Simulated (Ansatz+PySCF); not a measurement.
## doublet HS₂: levels of theory in one basis

```
atom   x (Å)    y (Å)    z (Å)
   S  0.0000   0.1959  -1.4549
   S  0.0000  -0.6378   0.3167
   H  0.0000   0.4419   1.1382
```

Basis set: cc-pVTZ on H; cc-pV(T+d)Z on S (spherical functions). Left uncorrelated: 10 orbitals. Correlation on ROHF uses semicanonical orbitals with singles. Charge 0, multiplicity 2.

Computed with Ansatz (development build ahead of 0.2.0) and PySCF 2.14.0; each method stands on the lowest determinant of its kind that the runs found.

| method | E − E(ROHF) (eV) | <S²> of the determinant |
| --- | --- | --- |
| ROHF | 0.00 | 0.75 |
| UHF | -0.18 | 0.77 |
| ROHF-MP2 | -9.13 | – |
| UHF-MP2 | -9.09 | 0.77 |
| ROHF-CCSD(T) | -10.57 | – |
| UHF-CCSD(T) | -10.57 | 0.77 |

Problem. What does UHF-CCSD give on the same scale?

Solution. -10.08 eV.
